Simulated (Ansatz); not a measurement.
# MgH (doublet): from Hartree-Fock to the top rungs at distance Mg1–H2 = 1.380 Å, cc-pVQZ

One table from this session's results is given with a row withheld; the runs are named, their logs left out.

Program: Ansatz 0.2.0, Gaussian basis. Level of theory: cc-pVQZ, core rule «outside noble gas», up to 5 orbitals frozen. These are calculated values, not measurements.

The runs, in order: UHF; CCSD(T) on ROHF; CCSD(T) on UHF; BCCD(T) on ROHF; CCSDT on ROHF; CCSDT on UHF; Full CI.

24 further runs of the same task are left out: 8 for a known fault of the program, 15 that didn't finish, 1 set aside as unsound or not needed. Runs told in other sessions of the task aren't counted.

**What is computed**

The geometry derives from a PBE0/def2-TZVP stationary point (not a proven minimum). One bond is set to the value named and the two fragments are kept rigid.

2 atoms, charge 0, spin multiplicity 2.

Atoms are counted from 1 here; the program's logs count them from 0.

Bond lengths: Mg1–H2 1.380 Å.

The first run:

in.yaml

```yaml
crystal:
  periodic: [false, false, false]
  atoms:
    - {symbol: Mg, position_ang: [0.000000, 0.000000, 0.000000]}
    - {symbol: H, position_ang: [0.000000, 0.000000, 1.380000]}
basis:
  gaussian: {orbitals: cc-pVQZ}
magnetization: {spin_polarized: true, initial_magnetization: 1}
hamiltonian: {xc: hf}
output: {orbitals: {seedname: orbitals}}
```

On the command line:

```bash
> ansatz run in.yaml --threads 1 --pin off --events-out ev --progress --plain --max-ram 2393MiB
```

Steps of the session up to this table: UHF; CCSD(T) on ROHF; CCSD(T) on UHF; BCCD(T) on ROHF; CCSDT on ROHF; CCSDT on UHF; Full CI.

One table of the session follows, with a row left open; its other results are not shown here.

| method | from FCI (meV) |
| --- | --- |
| ROHF | +1174.3 |
| UHF | +1156.9 |
| RMP2 | +260.1 |
| UMP2 | +254.0 |
| RCCSD | +17.9 |
| UCCSD | +16.1 |
| RCCSD(T) | +4.9 |
| UCCSD(T) | +3.9 |
| BCCD(T) | +4.6 |
| RCCSDT | 0.0 |
| UCCSDT | ? |
| FCI | 0 |

Estimate the missing values for UCCSDT.

The run gave: from FCI (meV): -0.8. In the column «from FCI (meV)» it is the lowest.

Limits of these values: Levels on UHF freeze UHF's core orbitals, full CI those of ROHF, so the U rows can settle a little off it for that reason alone. Restricted and unrestricted rows rest on different reference determinants; a gap between their highest levels can come from leftover correlation error, from unlike frozen cores or from another state.
